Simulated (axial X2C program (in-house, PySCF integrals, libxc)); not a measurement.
**Potential curves of LiC⁺, two-component**

Calculated with an in-house all-electron X2C program for linear molecules (integrals from PySCF). Two-component (2c) means X2C with spin–orbit coupling and atomic mean-field two-electron Coulomb and Gaunt terms. Basis: C dyall-v3z [7s6p2d1f], Li dyall-cv3z [7s8p2d] (cores contracted in-house); Gaussian nuclei, density fitting, unrestricted open shells. Masses: C 12.000 u, Li 7.016 u.

State: Ω = 2 (⟨Sz⟩ = 1.00, ⟨Lz⟩ = 1.00 at HF). Energies in eV from the fragments at the same level (C + Li+). Fits are polynomials in 1 − R0/R over 0.85 to 1.23 times the lowest point R0.

```json
{"R (Å)": "2.0019", "HF": "-0.2833", "MP2": "-0.3100", "PBE0": "-0.3050", "CCSD": ""}
{"R (Å)": "2.0939", "HF": "-0.3542", "MP2": "-0.3858", "PBE0": "-0.3724", "CCSD": "-0.3788"}
{"R (Å)": "2.1629", "HF": "-0.3833", "MP2": "-0.4187", "PBE0": "-0.4002", "CCSD": "-0.4125"}
{"R (Å)": "2.2320", "HF": "-0.3974", "MP2": "-0.4365", "PBE0": "-0.4137", "CCSD": "-0.4312"}
{"R (Å)": "2.3010", "HF": "-0.4002", "MP2": "-0.4430", "PBE0": "-0.4165", "CCSD": "-0.4384"}
{"R (Å)": "2.3815", "HF": "-0.3932", "MP2": "-0.4400", "PBE0": "-0.4100", "CCSD": "-0.4363"}
{"R (Å)": "2.4621", "HF": "-0.3785", "MP2": "-0.4290", "PBE0": "-0.3959", "CCSD": "-0.4262"}
{"R (Å)": "2.5656", "HF": "-0.3526", "MP2": "-0.4073", "PBE0": "-0.3707", "CCSD": "-0.4053"}
{"R (Å)": "2.6922", "HF": "-0.3150", "MP2": "-0.3741", "PBE0": "-0.3340", "CCSD": ""}
{"R (Å)": "2.8763", "HF": "-0.2576", "MP2": "-0.3212", "PBE0": "-0.2767", "CCSD": ""}
```

Correlated methods: 4 electrons correlated (number of frozen shells: C 1 s; Li 1 s), 150 virtual spin orbitals or spinors in MP2, 48 natural virtuals in coupled cluster.

Occupations by symmetry block were frozen at the best pattern of an incomplete PBE0 search. Dissociation energies refer to the lowest single-determinant-based atoms at the same level and basis. Density functionals use the spin component along the axis (collinear). CCSD ran in a truncated set of natural virtual spinors with an MP2 remainder; without triples it tends to underbind. In 2c an atomic determinant is not the ground J level, so De misses part of the atomic spin–orbit lowering. This holds for MP2, PBE0, CCSD. Other states lie close and PBE0, whose exact exchange favours high spin, may order them wrongly; the determinant shown need not be the ground state. The nearest other 2c determinant of the search, Ω = 1, lies 0.45 eV up at the distance of the search. The functionals have no current-density term, which raises determinants with orbital currents, atoms included. The atomic limit has a lower orbital projection than the molecule and lies lower at mean-field level, so De may be about a tenth of an eV too small. With several unpaired electrons one determinant need not be a pure state. Open-shell Ω = 0 determinants with evenly filled partner blocks cannot be reached by this program, so the Ω shown need not be the lowest component. Coupled cluster ran on the points near the minimum only. MP2 and coupled cluster on one determinant become unreliable at the stretched end.

Question: Fit the HF curve near its minimum: give the equilibrium distance, the harmonic wavenumber and the well depth.

Answer: At HF, 2c: Re = 2.287 Å, ωe ≈ 336 cm⁻¹, De = 0.40 eV to C + Li+; Be follows as 0.728 cm⁻¹.

Question: Fit the MP2 curve near its minimum: give the equilibrium distance, the harmonic wavenumber and the well depth.

Answer: At MP2, 2c: Re = 2.316 Å, ωe ≈ 318 cm⁻¹, De = 0.44 eV to C + Li+; Be follows as 0.71 cm⁻¹.

Question: What are Re, ωe and De at the PBE0 level?

Answer: At PBE0, 2c: Re = 2.288 Å, ωe ≈ 328 cm⁻¹, De = 0.42 eV to C + Li+; Be follows as 0.727 cm⁻¹.

Question: What are Re, ωe and De at the CCSD level?

Answer: At CCSD, 2c: Re = 2.323 Å, ωe ≈ 314 cm⁻¹, De = 0.44 eV to C + Li+; Be follows as 0.705 cm⁻¹.
